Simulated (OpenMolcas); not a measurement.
**SiH3 (silyl radical): methods side by side**

SiH3: 4 atoms, total charge 0, spin state doublet. As SMILES, `[SiH3]`. The coordinates come from a GFN2-xTB relaxation.

```xyz
4

Si    0.2066   -0.0189   -0.1151
H     0.5871    0.6618    1.1056
H    -0.1950   -1.4016    0.0434
H    -0.5987    0.7587   -1.0339
```

Each level gives the energy change with the Si1–H3 bond stretched from 1.449 to 3.621 Å (eV). The values are calculated.

```json
{"level": "ROHF/3-21G", "kind": "Hartree–Fock", "program": "OpenMolcas", "value (eV)": "3.06", "less FCI/3-21G": "-0.13", "CPU time (all runs)": "4.6 s"}
{"level": "USVWN5/3-21G", "kind": "LDA", "program": "OpenMolcas", "value (eV)": "3.83", "less FCI/3-21G": "+0.64", "CPU time (all runs)": "7.8 s"}
{"level": "UPBE0/3-21G", "kind": "global hybrid", "program": "OpenMolcas", "value (eV)": "3.69", "less FCI/3-21G": "+0.50", "CPU time (all runs)": "9.8 s"}
{"level": "CASSCF(7,7)/3-21G", "kind": "multireference", "program": "OpenMolcas", "value (eV)": "3.10", "less FCI/3-21G": "-0.09", "CPU time (all runs)": "4.8 s"}
{"level": "SC-NEVPT2(7,7)/3-21G", "kind": "multireference", "program": "OpenMolcas", "value (eV)": "3.18", "less FCI/3-21G": "-0.01", "CPU time (all runs)": "6.1 s"}
{"level": "ROCCSD(T)/3-21G", "kind": "coupled cluster or CI", "program": "OpenMolcas", "value (eV)": "3.22", "less FCI/3-21G": "+0.03", "CPU time (all runs)": "5 s"}
{"level": "FCI/3-21G", "kind": "exact in the basis", "program": "OpenMolcas", "value (eV)": "3.19", "less FCI/3-21G": "0.00", "CPU time (all runs)": "24 s"}
```

FCI/3-21G is exact within its basis and frozen core, so for wave-function methods in that basis the difference is their error; functionals converge differently with the basis, so for them it is only a difference. The first shape isn't each level's own minimum. The values span 3.06 to 3.83 eV. Spin contamination of the reference (⟨S²⟩ at least 0.1 too high) touches USVWN5/3-21G, UPBE0/3-21G. All rows use very small basis sets, so even the best lies far from the true value. CPU times are rough (shared hosts, several kinds of processor): they show what a rung costs within a factor of a few.
